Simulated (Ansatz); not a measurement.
Geometry optimisation, RKS B3LYP/def2-SVP in Ansatz.

Input file:

```yaml
crystal:
  periodic: [false, false, false]
  atoms:
    - { symbol: Al, position_ang: [0.0, 0.0, 0.0] }
    - { symbol: F, position_ang: [0.0, 0.0, 2.04] }
    - { symbol: H, position_ang: [1.351, 0.0, -0.78] }
    - { symbol: O, position_ang: [-1.5415, 0.0, -0.89] }
    - { symbol: H, position_ang: [-2.0512, -0.8467, -0.6815] }
    - { symbol: H, position_ang: [-0.2326, 1.7497, 0.5865] }
    - { symbol: H, position_ang: [-0.1742, 1.3099, 1.5347] }
basis:
  gaussian: { orbitals: def2-SVP }
hamiltonian:
  xc: b3lyp
relax:
  f_tol: 0.15
  max_steps: 25
  restrain:
    - { distance: [0, 5], at: 1.56, k: 30.0 }
    - { distance: [6, 1], at: 0.92, k: 30.0 }
    - { distance: [0, 1], at: 2.89, k: 30.0 }
    - { distance: [6, 5], at: 1.86, k: 30.0 }
```

Command:

```bash
$ ansatz run input.yaml --threads 1 --pin off --max-ram 2048MiB --backend cpu --events-out ev --progress --plain --runs-dir out
```

**Question.** Where does it end, and by what steps?

**Answer.** The run converged. The restraints hold the end off the free minimum; the threshold counts their pulls, which the force column leaves out. Restrained pairs: Al1–H6 (1.86 → 1.57 Å), F2–H7 (1.41 → 0.93 Å), Al1–F2 (2.04 → 2.88 Å), H6–H7 (1.05 → 1.86 Å). After 7 steps the energy has fallen by 0.401 eV (the restraints' own energy left out); H7 moved furthest, 0.61 Å.

```tsv
step	energy less start (eV)	largest force component (eV/Å)	accepted
0	0.0000	2.462	yes
1	0.5373	2.337	yes
2	0.1529	2.560	yes
3	-0.0767	1.889	yes
4	-0.2535	0.797	yes
5	-0.3520	0.405	yes
6	-0.3956	0.300	yes
7	-0.4013	0.285	yes
```

```xyz
7
Properties=species:S:1:pos:R:3
Al -0.081 0.432 -0.409
F -0.013 0.277 2.466
H 1.218 -0.261 -0.981
O -1.655 -0.154 -0.685
H -1.891 -0.996 -1.084
H -0.060 1.788 0.384
H -0.166 1.126 2.119
```

The run took 8.2 s on 1 thread of Intel(R) Xeon(R) 6975P-C (Granite Rapids), with other jobs on the host, peak memory 0.15 GiB.
